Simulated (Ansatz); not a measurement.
**CH₃NO: taking an electron away**

One table from this session's results is given with a row withheld; the runs are named, their logs left out.

Program: Ansatz 0.2.0, Gaussian basis. Level of theory: unrestricted cation, the program's frozen cores in correlated methods. These are calculated values, not measurements.

Plan: UKS PBE-D4/def2-TZVPP; UKS r2SCAN-D4/def2-TZVPP; UKS PBE0-D4/def2-TZVPP; UKS B3LYP-D4/def2-TZVPP; UKS wB97X-V/def2-TZVPP; UKS wB97M-V/def2-TZVPP; UKS B2PLYP/def2-TZVPP; UHF-CCSD(T)/def2-TZVPP; UHF-MP2/def2-QZVPP; extrapolation to the limit; then −ε(HOMO) from the neutral's earlier runs with LDA (SPW92), PBE-D4, revPBE-D4, BLYP-D4, r2SCAN-D4, B97M-V, PBE0-D4, B3LYP-D4, r2SCANh-D4, r2SCAN0-D4, HSE06-D4, BHLYP-D4, CAM-B3LYP-D4, LC-ωPBE, ωB97X-V, ωB97M-V.

### The relaxed structure

An earlier PBE0-D4 in a triple-zeta def2 set relaxation fixed the geometry.

6 atoms, charge 0, spin multiplicity 1.

Atoms are counted from 1 here; the program's logs count them from 0.

Bond lengths: C1–N2 1.468 Å, C1–H4 1.094 Å, C1–H5 1.094 Å, C1–H6 1.092 Å, N2–O3 1.193 Å. Angles: N2–C1–H4 106.8°, N2–C1–H5 106.8°, N2–C1–H6 111.9°, H4–C1–H5 107.0°, H4–C1–H6 112.0°, H5–C1–H6 112.0°, C1–N2–O3 113.9°.

Coordinates:

```xyz
6

C    -0.17335    0.29494   -0.25759
N    -0.09336   -0.93020    0.54717
O     0.96020   -1.08898    1.08377
H    -0.43498   -0.01130   -1.27429
H    -1.01708    0.87295    0.12966
H     0.75857    0.86259   -0.22874
```

Set-up of the first run:

Contents of in.yaml:

```yaml
crystal:
  periodic: [false, false, false]
  atoms:
    - {symbol: C, position_ang: [-0.173351, 0.294944, -0.257587]}
    - {symbol: N, position_ang: [-0.093363, -0.930204, 0.547167]}
    - {symbol: O, position_ang: [0.960199, -1.088975, 1.083775]}
    - {symbol: H, position_ang: [-0.434984, -0.011299, -1.274295]}
    - {symbol: H, position_ang: [-1.017077, 0.872946, 0.129661]}
    - {symbol: H, position_ang: [0.758566, 0.862588, -0.228740]}
basis:
  gaussian: {orbitals: def2-TZVPP}
total_charge: 1
magnetization: {spin_polarized: true, initial_magnetization: 1}
hamiltonian: {xc: pbe, dispersion: d4}
```

The run is started by

```
$ ansatz run in.yaml --threads 4 --pin off --events-out ev --progress --plain --max-ram 10444MiB
```

Among the steps run: Cation, UKS PBE-D4/def2-TZVPP; Cation, UKS r2SCAN-D4/def2-TZVPP; Cation, UKS PBE0-D4/def2-TZVPP; Cation, UKS B3LYP-D4/def2-TZVPP; Cation, UKS wB97X-V/def2-TZVPP; Cation, UKS wB97M-V/def2-TZVPP; Cation, UKS B2PLYP (frozen core)/def2-TZVPP; Cation, UHF-CCSD(T)/def2-TZVPP; Cation, UHF-MP2/def2-QZVPP.

One of the session's tables, all rows but one given; the rest of the session is left out.

Orbital estimates, from the neutral's runs:

```
  functional  −ε(HOMO) (eV)
 LDA (SPW92)           5.11
      PBE-D4           4.97
   revPBE-D4           4.91
     BLYP-D4           4.94
   r2SCAN-D4           5.26
      B97M-V           5.48
     PBE0-D4           6.64
    B3LYP-D4           6.44
  r2SCANh-D4           5.90
  r2SCAN0-D4           6.86
    HSE06-D4           6.23
    BHLYP-D4           8.33
CAM-B3LYP-D4           8.20
     LC-ωPBE           9.50
     ωB97X-V           9.17
     ωB97M-V              ?
```

Q: Estimate the row for ωB97M-V from the others.

The run gave: −ε(HOMO) (eV): 9.12. In the column «−ε(HOMO) (eV)» it lies between BHLYP-D4 (8.33) and ωB97X-V (9.17).
